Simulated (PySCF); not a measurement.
One entry of a table of gas-phase calculations, keyed by method. Lists by class give the value and the number of equivalent atoms.

```json
{
 "name": "nitrogen sulfide cation",
 "formula": "NS",
 "smiles": "N#[S+]",
 "inchi": "InChI=1S/NS/c1-2/q+1",
 "charge": 1,
 "multiplicity": 1,
 "geometry_level": "GFN2-xTB",
 "electronic_structure_code": "PySCF",
 "results": {
  "GFN2-xTB geometry": {
   "point_group": "C∞v",
   "rotational_constants_GHz": [26.599]
  },
  "PBE0/pcSseg-1 ground state and GIAO shieldings, non-relativistic": {
   "homo_eV": -19.85,
   "lumo_eV": -11.83,
   "shielding_other_nuclei_by_class_ppm": [
    ["N", -447.6, 1],
    ["S", -224.7, 1]
   ]
  }
 }
}
```

For a rigid linear rotor the levels are B·J(J + 1), so J = 1 lies 2B = 53.20 GHz above J = 0.

For the NMR shielding job (PBE0/pcSseg-1), the run took 1.1 s wall on one thread of an x86-64 server, on a shared host.
